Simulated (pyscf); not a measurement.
H₃C–CH₂–O–Si(OH)(OH)–OH + H₃C–OH → H₂C=CH₂ + HO–Si(OH)(OH)–OH + H₃C–OH (multi-bond step; singlet surface; C–H, C–O, H–O broken, H–O, H–O formed). Single points on ωB97X-D3(BJ)/def2-SVP structures (PySCF, gas phase). Energies in kJ/mol from the separated reactants.

```csv
level,barrier,reaction energy
ωB97X-D3(BJ)/def2-TZVP,(withheld),(withheld)
r²SCAN/def2-TZVP,173.7,+74.8
PBE0-D3(BJ)/def2-TZVP,190.8,+85.1
M06-2X/def2-TZVP,211.1,+76.5
ωB97M-D3(BJ)/def2-TZVP,(withheld),+69.9
HF/def2-TZVP,324.7,+50.1
```

Complete the blanks.


- ωB97X-D3(BJ)/def2-TZVP, barrier: 215.2
- ωB97X-D3(BJ)/def2-TZVP, reaction energy: +83.9
- ωB97M-D3(BJ)/def2-TZVP, barrier: 203.2

The functionals in the table span 41.4 kJ/mol in this barrier, from r²SCAN to ωB97X-D3(BJ)/def2-TZVP. On the reactant side the descent ends in a complex (not fully relaxed), 20.6 kJ/mol under the separated species and 235.8 kJ/mol under the saddle at ωB97X-D3(BJ)/def2-TZVP. On the product side the descent ends in a bound adduct (not fully relaxed), 57.3 kJ/mol under the separated species and 188.6 kJ/mol under the saddle at ωB97X-D3(BJ)/def2-TZVP. This is the saddle that the search found; another between the same sides may lie lower.
